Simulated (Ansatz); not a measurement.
A made-up structure of C2H2B, doublet:

```
atom    x (Å)    y (Å)    z (Å)
  B1  -0.7712  -0.3379  -0.1528
  C2   0.4728  -0.9986   0.7118
  C3   0.7468   0.3376   0.1426
  H4  -1.9706  -0.2576  -0.7011
  H5   1.5223   1.2565  -0.0005
```

It is relaxed with PBE-D4/def2-SVP and then PBE0-D4/def2-TZVP (Ansatz 0.2.0). Atoms count as bonded within 1.22 times the sum of their covalent radii (H–H: 0.88 Å). The end point is not checked to be a true minimum.

(1) Does its bonding change? (A judgement: the text doesn't fix the answer.)

Results:

(1) Computed: No: no bond forms or breaks.

Where it ends: The first stage lowers the energy by 1.19 eV in 6 steps. It ends as C₂H₂B ([BH]1[C][CH]1):
B1  (-0.689, -0.302, -0.136)
C2  (0.422, -0.892, 0.636)
C3  (0.667, 0.301, 0.127)
H4  (-1.759, -0.229, -0.626)
H5  (1.359, 1.122, -0.001)
(Å)

Labels in which every atom is bracketed show which atoms are joined, not bond orders.

For scale, one of the runs: PBE0-D4/def2-TZVP relaxation, 105 basis functions, launched by `ansatz run in.yaml --threads 2 --pin off --events-out ev --progress --plain --max-ram 4352MiB`. Hardware: 2 CPU threads of an Arm Neoverse V2, shared host. Wall time about 8 s.
